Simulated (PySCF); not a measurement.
NO⁺, CCSD(T): how much the basis matters

PySCF, RHF reference; singlet, unpaired electrons none; De to N + O⁺ without counterpoise correction. Frozen cores follow the default of each basis and core potential.

```json
{"basis": "6-31G(d,p)", "relativity": "no relativity", "functions": "28", "Re (Å)": "1.088", "ωe (cm⁻¹)": "2341", "De (eV)": "9.66", "frozen orbitals": "2"}
{"basis": "aug-cc-pVDZ", "relativity": "no relativity", "functions": "46", "Re (Å)": "1.082", "ωe (cm⁻¹)": "2337", "De (eV)": "9.84", "frozen orbitals": "2"}
{"basis": "pcseg-2", "relativity": "no relativity", "functions": "60", "Re (Å)": "1.069", "ωe (cm⁻¹)": "2353", "De (eV)": "10.48", "frozen orbitals": "2"}
{"basis": "def2-TZVPPD", "relativity": "no relativity", "functions": "77", "Re (Å)": "1.068", "ωe (cm⁻¹)": "2362", "De (eV)": "10.48", "frozen orbitals": "2"}
```

(1) How does each smaller set differ from the one with most functions, def2-TZVPPD?

Measured (Huber and Herzberg, Constants of Diatomic Molecules (1979)): Re = 1.06322 Å, ωe = 2376.42 cm⁻¹. Correlated steps freeze 2 core orbitals. Correlated levels converge slowly with the basis: in double zeta they bind strong bonds too weakly, by up to about 1 eV, and carry superposition errors of some tenths. For an ion De counts to the pair picked by the measured ionisation energies or electron affinities, which need not be the lowest pair at this level. Where the molecule has an RHF reference, its open-shell atoms are computed with UHF.

Results:

(1) 6-31G(d,p): +2.0 pm, -0.9 % in ωe, -0.82 eV in De; aug-cc-pVDZ: +1.4 pm, -1.1 % in ωe, -0.64 eV in De; pcseg-2: +0.1 pm, -0.4 % in ωe, +0.00 eV in De. All at CCSD(T); the set with most functions is neither the basis-set limit nor always the best.
